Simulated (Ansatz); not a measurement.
System: anatase TiO2 (metastable phase). Method: PBE-D3(BJ) (Ansatz, an electronic-structure program, plane waves, PAW).

Run with plane-wave cutoff 520 eV, 12×12×12 k mesh, Fermi–Dirac smearing 0.01 eV, no spin polarisation, scalar-relativistic PAW data made under PBE.

Shape and atoms are relaxed at each volume.

Pressure at four volumes; x = ln(V/11.443 Å³). One pressure is withheld.

| V (Å³/atom) | x | P (GPa) |
|---|---|---|
| 10.985 | -0.0408 | 7.41 |
| 11.443 | 0.0000 | 0.00 |
| 11.672 | 0.0198 | -3.37 |
| 11.900 | 0.0392 | ? |

Task: Pass a parabola P(x) through the three rows shown, estimate the bulk modulus and its pressure derivative near zero pressure, and predict the withheld pressure.

Result: Slopes between the rows: (0.00 − (7.41))/(0.0000 − (-0.0408)) = -181.62 and (-3.37 − (0.00))/(0.0198 − (0.0000)) = -170.20 GPa. Their difference over the span 0.0606 is c = 11.42/0.0606 = 188.4 GPa, so P(x) = 7.41 + (-181.62)(x − (-0.0408)) + 188.4 (x − (-0.0408))(x − (0.0000)). At the middle row B = −dP/dx = −[-181.62 + 188.4 × 0.0408] = 173.9 GPa, and B′ = dB/dP = 2c/B = 2.2. At x = 0.0392 the parabola gives -6.53 GPa; the run gives -6.52 GPa. The Birch–Murnaghan fit to the energies at all volumes has B0 = 174 GPa and B′ = 2.2.
